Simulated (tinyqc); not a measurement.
LCCD on RHF in the sto-3g basis, frozen core, for H2O, spin multiplicity 1, step by step. One step of it, computed by the program tinyqc.

Problem. LCCD: starting amplitudes. t_ij^ab = <ij||ab> / (e_i + e_j - e_a - e_b), whose energy is MP2.

orbital energies (hartree): MO1 -20.263867, MO2 -1.242791, MO3 -0.561485, MO4 -0.465887, MO5 -0.394449, MO6 0.535670, MO7 0.639928

Two-electron integrals over orbitals (pq|rs), unique and non-zero (hartree); the lowest 1 orbital is frozen and left out:
```
(22|22) 0.726692    (32|22) 0.007227    (32|32) 0.136605    (33|22) 0.635648
(33|32) -0.001786   (33|33) 0.618556    (42|22) -0.010991   (42|32) 0.002016
(42|33) 0.002784    (42|42) 0.126403    (43|22) 0.009102    (43|32) 0.020818
(43|33) 0.007543    (43|42) -0.013444   (43|43) 0.053744    (44|22) 0.659808
(44|32) -0.013022   (44|33) 0.583036    (44|42) -0.095263   (44|43) 0.010330
(44|44) 0.723293    (52|52) 0.146693    (53|52) -0.006771   (53|53) 0.028579
(54|52) -0.047718   (54|53) 0.003816    (54|54) 0.052262    (55|22) 0.749682
(55|32) -0.007586   (55|33) 0.621487    (55|42) -0.079129   (55|43) 0.014827
(55|44) 0.699964    (55|55) 0.880159    (62|22) -0.128866   (62|32) 0.016653
(62|33) -0.073114   (62|42) -0.026563   (62|43) -0.010570   (62|44) -0.060842
(62|55) -0.138177   (62|62) 0.094554    (63|22) 0.047982    (63|32) 0.024747
(63|33) 0.032854    (63|42) -0.024070   (63|43) 0.031794    (63|44) 0.034406
(63|55) 0.060051    (63|62) -0.029378   (63|63) 0.072025    (64|22) -0.111914
(64|32) -0.022283   (64|33) -0.049792   (64|42) 0.053408    (64|43) -0.015632
(64|44) -0.126452   (64|55) -0.137657   (64|62) 0.051002    (64|63) -0.046369
(64|64) 0.097810    (65|52) -0.049585   (65|53) 0.008964    (65|54) -0.003381
(65|65) 0.034763    (66|22) 0.608686    (66|32) -0.049618   (66|33) 0.565900
(66|42) 0.045602    (66|43) -0.033477   (66|44) 0.562768    (66|55) 0.592704
(66|62) -0.089497   (66|63) -0.017170   (66|64) -0.033561   (66|66) 0.631524
(72|22) -0.051968   (72|32) -0.042078   (72|33) -0.020055   (72|42) -0.000507
(72|43) 0.032856    (72|44) -0.032910   (72|55) -0.055727   (72|62) 0.013063
(72|63) 0.022418    (72|64) 0.023661    (72|66) -0.039017   (72|72) 0.069511
(73|22) -0.136886   (73|32) 0.024567    (73|33) -0.085025   (73|42) 0.078565
(73|43) -0.000118   (73|44) -0.137366   (73|55) -0.184079   (73|62) 0.059766
(73|63) -0.023753   (73|64) 0.082561    (73|66) -0.057468   (73|72) 0.035123
(73|73) 0.152457    (74|22) -0.018053   (74|32) 0.073299    (74|33) -0.011531
(74|42) 0.003934    (74|43) 0.004010    (74|44) -0.030088   (74|55) -0.026746
(74|62) 0.019028    (74|63) 0.034576    (74|64) -0.005748   (74|66) -0.045672
(74|72) -0.008791   (74|73) 0.035985    (74|74) 0.067684    (75|52) -0.019718
(75|53) -0.021703   (75|54) 0.001727    (75|65) 0.004171    (75|75) 0.025417
(76|22) 0.007389    (76|32) 0.069666    (76|33) -0.005097   (76|42) 0.015312
(76|43) 0.042580    (76|44) -0.015867   (76|55) -0.002208   (76|62) -0.012658
(76|63) 0.038274    (76|64) -0.021972   (76|66) -0.042185   (76|72) 0.005339
(76|73) 0.028882    (76|74) 0.041323    (76|76) 0.074824    (77|22) 0.616879
(77|32) 0.057277    (77|33) 0.596188    (77|42) -0.008663   (77|43) 0.035563
(77|44) 0.576421    (77|55) 0.608865    (77|62) -0.062578   (77|63) 0.058960
(77|64) -0.060708   (77|66) 0.527464    (77|72) -0.019272   (77|73) -0.061040
(77|74) 0.028314    (77|76) 0.045325    (77|77) 0.639087
```

Give: Starting amplitudes; correlation energy.

Solution.

Starting amplitudes (spin orbitals 1a, 1b, ...; amplitudes related by a flip of all spins are not repeated; the 24 largest):

| from | to | t |
|---|---|---|
| 3a 3b | 7a 7b | -0.063 |
| 4a 4b | 6a 6b | -0.049 |
| 3a 4b | 6b 7a | 0.037 |
| 3a 3b | 6a 6b | -0.033 |
| 4a 4b | 7a 7b | -0.031 |
| 2a 2b | 6a 6b | -0.027 |
| 3a 4b | 6a 6b | 0.022 |
| 3a 4a | 6a 7a | 0.022 |
| 2a 3b | 6a 7b | -0.020 |
| 5a 5b | 6a 6b | -0.019 |
| 2a 2b | 7a 7b | -0.018 |
| 2a 4b | 6a 6b | -0.018 |
| 3a 4b | 6a 7b | -0.016 |
| 3a 4b | 7a 7b | -0.016 |
| 2a 3a | 6a 7a | -0.013 |
| 5a 5b | 7a 7b | -0.012 |
| 2a 3b | 7a 7b | -0.011 |
| 3a 3b | 6a 7b | 0.010 |
| 2a 3b | 6a 6b | 0.010 |
| 2a 4b | 6b 7a | 0.008 |
| 2a 3b | 6b 7a | 0.008 |
| 2a 4b | 6a 7b | -0.007 |
| 2a 2b | 6a 7b | -3.57e-03 |
| 2a 4b | 7a 7b | 2.94e-03 |

correlation energy = -0.04446 hartree
